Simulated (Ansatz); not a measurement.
CH₂S, SMILES `C=S`, one more setting.

```yaml
crystal:
  periodic: [false, false, false]
  atoms:
    - {symbol: C, position_ang: [-0.131007, -0.194576, -0.003414]}
    - {symbol: S, position_ang: [1.367047, 0.375409, 0.659966]}
    - {symbol: H, position_ang: [-0.946444, -0.034578, 0.557349]}
    - {symbol: H, position_ang: [-0.272797, -0.387410, -1.291320]}
basis:
  gaussian: {orbitals: def2-TZVP}
total_charge: 1
magnetization: {spin_polarized: true, initial_magnetization: 1}
hamiltonian: {xc: {name: HF}}
correlation: {method: ccsd_t, diis_vectors: 2}
```

```sh
$ ansatz run in.yaml --threads 2 --pin off --events-out ev --progress --plain --max-ram 32768MiB --backend cpu
```

It prints (some lines left out):

```
Functional definition: HF
520 factors; integrals over basis functions are off by at most 6.9e-4 eV
mean field evaluation 1: about -11867.6909 eV, gradient 1.6e1 eV
mean field evaluation 2: about -11867.6948 eV, gradient 1.6e1 eV
mean field evaluation 4: about -11869.6503 eV, gradient 2.8e0 eV
mean field evaluation 8: about -11869.8434 eV, gradient 4.8e-1 eV
mean field evaluation 16: about -11869.9858 eV, gradient 2.9e-2 eV
mean field evaluation 160: about -11868.2072 eV, gradient 4.3e-2 eV
mean field evaluation 192: about -11867.8719 eV, gradient 5.0e-2 eV
mean field evaluation 256: about -11866.6953 eV, gradient 6.3e-2 eV
mean field evaluation 288: about -11868.2073 eV, gradient 1.4e-3 eV
mean field evaluation 320: about -11865.5839 eV, gradient 6.7e-3 eV
mean field -11869.98586182 eV, -436.2139346565 hartree, gradient 3.6e-6 eV, S^2 1.213788; 9 other end points of the search recorded, 0 dependent functions left out
determinant -11869.98586182 eV, -436.2139346565 hartree, with singles and doubles -11878.49255751 eV, -436.5265499572 hartree
determinant -11868.20733077 eV, -436.1485748460 hartree, with singles and doubles -11876.60647110 eV, -436.4572375598 hartree
determinant -11867.87154034 eV, -436.1362347753 hartree, with singles and doubles -11875.52662566 eV, -436.4175539718 hartree
determinant -11866.69984031 eV, -436.0931755935 hartree, with singles and doubles -11875.29064210 eV, -436.4088817362 hartree
6 core orbitals not correlated: weight in the atoms' cores, before any rotation towards them, 1.000 or more for the frozen orbitals, at most 0.000 for the correlated occupied ones
reference -11869.98586182 eV, -436.2139346565 hartree; 6, 5 occupied and 68, 69 virtual orbitals, 520 factors
second order -7.23461294 eV of doubles, -0.00000000 eV of singles
cycle   1  -8.43455892 eV  change   -5.2e-1 eV  update   2.2e-2
cycle   2  -8.45887394 eV  change   -2.4e-2 eV  update   6.7e-3
cycle   3  -8.46343571 eV  change   -4.6e-3 eV  update   3.8e-3
cycle   4  -8.47214021 eV  change   -8.7e-3 eV  update   2.5e-3
cycle   5  -8.47656318 eV  change   -4.4e-3 eV  update   1.5e-3
cycle   6  -8.47971142 eV  change   -3.1e-3 eV  update   6.5e-4
cycle   7  -8.48076276 eV  change   -1.1e-3 eV  update   3.3e-4
cycle   8  -8.48120054 eV  change   -4.4e-4 eV  update   1.6e-4
cycle   9  -8.48131520 eV  change   -1.1e-4 eV  update   1.0e-4
cycle  10  -8.48137701 eV  change   -6.2e-5 eV  update   5.9e-5
cycle  11  -8.48134725 eV  change    3.0e-5 eV  update   4.2e-5
cycle  12  -8.48132595 eV  change    2.1e-5 eV  update   3.0e-5
cycle  13  -8.48125805 eV  change    6.8e-5 eV  update   2.3e-5
cycle  14  -8.48122437 eV  change    3.4e-5 eV  update   1.7e-5
cycle  15  -8.48118549 eV  change    3.9e-5 eV  update   1.1e-5
cycle  16  -8.48115890 eV  change    2.7e-5 eV  update   8.1e-6
cycle  17  -8.48115169 eV  change    7.2e-6 eV  update   4.9e-6
perturbative correction -0.44679166 eV, -0.0164192906 hartree
Total energy: -11878.91380517 eV, -436.5420305231 hartree
```

It took 10 s on 2 threads of an AMD EPYC 7R13 on a shared host, with 0.35 GiB of host memory at the peak.
